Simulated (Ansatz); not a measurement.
System: litharge PbO. Method: r²SCAN+rVV10 (Ansatz, a first-principles code, plane waves, PAW).

Numerical settings: plane-wave cutoff 560 eV, 8×8×8 k mesh, Fermi–Dirac smearing 0.01 eV, scalar-relativistic PAW data made under PBE.

Cell (relaxed at this level):

```cif
data_O2Pb2
_chemical_formula_sum 'Pb2 O2'
_space_group_name_H-M_alt 'P 1'
_space_group_IT_number 1
_cell_length_a 3.97783
_cell_length_b 3.97783
_cell_length_c 5.01379
_cell_angle_alpha 90.000
_cell_angle_beta 90.000
_cell_angle_gamma 90.000
loop_
_space_group_symop_operation_xyz
  'x, y, z'
loop_
_atom_site_label
_atom_site_type_symbol
_atom_site_fract_x
_atom_site_fract_y
_atom_site_fract_z
_atom_site_occupancy
Pb1 Pb 0.50000 0.00000 0.76374 1
Pb2 Pb 0.00000 0.50000 0.23626 1
O1 O 0.50000 0.50000 0.00000 1
O2 O 0.00000 0.00000 0.00000 1
```

Q: What does this level give for the bulk modulus B0, band gap, smallest direct gap on the k points sampled and direct gap at Γ?

A: 
* **bulk modulus B0**: 22.7 GPa
* **band gap**: 1.49 eV
* **smallest direct gap on the k points sampled**: 2.67 eV
* **direct gap at Γ**: 2.79 eV

Measured, for comparison: bulk modulus 23.1 GPa (temperature not stated, not corrected to a static lattice; as tabulated in Canepa et al. (2012), arXiv:1204.2842). Computed (rounded) less measured: bulk modulus -2 % (against room or unstated temperature, where such soft solids are markedly softer).

Note: the bulk modulus comes from volumes at which shape and atoms were relaxed.

Spin–orbit coupling is not included; with these elements it can move the gap by several tenths of an eV or more.

Computing time: roughly 16 core-minutes.
